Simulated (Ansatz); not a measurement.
Compare A (`CSC(C)C`) with its isomer B (`CC(C)CS`).

Computed with Ansatz on PBE0-D4/def2-TZVP structures; ΔE is electronic, products minus reactants. CBS: MP2 limit from def2 TZ/QZ plus the TZ coupled-cluster correction, frozen cores. Functionals use def2-TZVPP. B3LYP here is the variant with VWN-RPA as its local correlation; programs differ in this. Each species was taken in one conformer, which may not be the lowest.

**Question.** Which is lower in electronic energy at CCSD(T)/CBS, and by how much? (Best estimate.)

**Answer.** Computed: B, by 1.6 kcal/mol.

**Question.** Give E(B) − E(A) in kcal/mol with MP2/def2-TZVPP, HF/def2-TZVPP, B3LYP, CCSD/def2-TZVPP, r2SCAN-D4, PBE-D4, PBE0-D4. (Best estimate.)

**Answer.** The calculation gave: MP2/def2-TZVPP -1.7, HF/def2-TZVPP -2.3, B3LYP -1.3, CCSD/def2-TZVPP -2.6, r2SCAN-D4 -1.1, PBE-D4 -0.6, PBE0-D4 -1.2. None reverses the order clearly.

Largest T1 diagnostic: 0.009.
